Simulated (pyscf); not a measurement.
Optimised with ωB97X-D3(BJ)/def2-SVP in PySCF. MP2 and CC: frozen core, UHF for open shells. ΔMP2 is the change of the MP2 total energy from the triple- to the quadruple-zeta basis.

SMILES: OBF
```xyz
5

O     -1.5757     0.3907    -0.1783
B     -0.8969    -0.5873     0.4535
F     -0.9052    -1.8321    -0.0376
H     -2.0309     0.0803    -0.9722
H     -0.2824    -0.3443     1.4591
```

**Question.** What is the homolytic dissociation enthalpy (298 K, CCSD(T)/def2-TZVPP + ΔMP2(QZVPP)) of the B–F bond of HO–BH–F, to [HB–OH]• + F•?

**Answer.** B–F to [HB–OH]• + F•: 7.43 eV. The radicals are drawn with the spin at the cut bond; how far it spreads was not checked. [HB–OH]• lies 0.25 eV over its isomer H₂B–O•, and others may lie lower still (electronic energy, ωB97M-D3(BJ)). The CCSD(T) − MP2 part came from Ansatz, without density fitting, on the same reference. Left out: the spin-orbit lowering of F.
